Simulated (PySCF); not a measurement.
CH3CF2CN, C3H3F2N.
Structure used (PBE0-D3(BJ)/def2-TZVP), in Å, numbered top down from 1:
```
atom  x, y, z in Å
C1    -0.8795    0.4364    0.2818
C2     0.1838   -0.5375   -0.1397
F3    -0.1596   -1.1372   -1.3049
F4     0.3209   -1.5167    0.7858
C5     1.5062    0.1044   -0.3259
N6     2.5085    0.6476   -0.4547
H7    -1.8147   -0.1122    0.3966
H8    -0.6036    0.8977    1.2295
H9    -0.9953    1.2091   -0.4774
```

Computed with PySCF, PBE0-D3(BJ)/def2-TZVP geometry optimisation, gas phase.

Masses are those of the commonest isotopes; rigid-rotor values at the optimised geometry. 

Give the principal moments of inertia and the rotational constants in cm⁻¹.

Ia = 96.71, Ib = 173.81, Ic = 177.17 u·Å²; 505379 MHz·u·Å²/I gives 5226, 2908 and 2852 MHz, that is A = 0.17431, B = 0.09699, C = 0.09515 cm⁻¹.

Classify the top.

A near-prolate asymmetric top; Ray's κ = -0.953.

Is it planar, by Δ = Ic − Ia − Ib?

Not planar: Δ = Ic − Ia − Ib = -93.35 u·Å². For a rigid frame Δ = −2 Σ m c², so Σ m c² = 46.67 u·Å² lies off the ab plane: 1.59 from hydrogen and 45.08 from heavier atoms. The atom farthest from that plane is 1.09 Å away.

Give the other two planar moments, Paa and Pbb, and the rms extents of the mass along the axes.

Paa = Σ m a² = (Ib + Ic − Ia)/2 = 127.14 and Pbb = Σ m b² = (Ia + Ic − Ib)/2 = 50.04 u·Å². With the mass M = 91.02 u, the rms extents √(P/M) along a, b and c are 1.18, 0.74, 0.72 Å.

Which types of transition are allowed, and where do some lines up to J = 5 fall?

The dipole components are |μa| = 2.50 D, |μb| = 2.11 D, |μc| = 0.00 D; the mirror of this Cs structure is the ab plane, so μc vanishes by symmetry (the 0.01 D computed is a residue) and there are no c-type lines. Intensities carry the squares of the components, which stand as 1.00 : 0.71 (a : b). Some lines, for components of 0.1 D or more:

```tsv
type	branch	J(Ka,Kc)	MHz	lower level (cm⁻¹)
a	Q	3(1,2) ← 3(1,3)	331	1.226
b	Q	1(1,0) ← 1(0,1)	2373	0.192
b	Q	3(1,2) ← 3(0,3)	2516	1.153
a	R	1(0,1) ← 0(0,0)	5760	0.000
b	Q	3(2,1) ← 3(1,2)	6877	1.237
b	Q	2(2,0) ← 2(1,1)	6955	0.657
b	Q	4(2,3) ← 4(1,4)	7315	1.990
b	Q	3(3,0) ← 3(2,1)	11724	1.466
b	Q	5(4,2) ← 5(3,3)	16417	3.586
b	Q	4(4,0) ← 4(3,1)	16418	2.626
b	R	5(2,3) ← 4(3,2)	17101	2.626
a	R	3(1,3) ← 2(1,2)	17197	0.652
a	R	3(0,3) ← 2(0,2)	17277	0.576
a	R	3(2,2) ← 2(2,1)	17280	0.889
a	R	3(2,1) ← 2(2,0)	17284	0.889
a	R	3(1,2) ← 2(1,1)	17363	0.657
b	R	4(0,4) ← 3(1,3)	20847	1.226
a	R	4(2,3) ← 3(2,2)	23040	1.466
a	R	4(3,2) ← 3(3,1)	23043	1.857
a	R	4(1,3) ← 3(1,2)	23149	1.237
a	R	5(2,3) ← 4(2,2)	28818	2.235
b	R	4(2,2) ← 3(1,3)	30258	1.226
b	R	5(2,4) ← 4(1,3)	35561	2.009
b	R	5(4,2) ← 4(3,1)	45221	2.626
b	R	5(5,0) ← 4(4,1)	49912	3.173
```

Estimate the classical rotational partition function at 25 K, 298.15 K and 500 K.

Point group Cs, symmetry number σ = 1; q = (√π/σ)·√((kT/h)³/(ABC)), k/h = 20836.6 MHz/K: 3200 at 25 K, 132000 at 298.15 K, 286000 at 500 K.

PBE0-D3(BJ)/def2-TZVP frequencies: not computed here. Constants of a rigid frame at the computed geometry: no zero-point averaging, no centrifugal distortion. A rigid rotor knows nothing of internal rotation, which can split or shift real lines. Quadrupole hyperfine structure (14N) is left out.
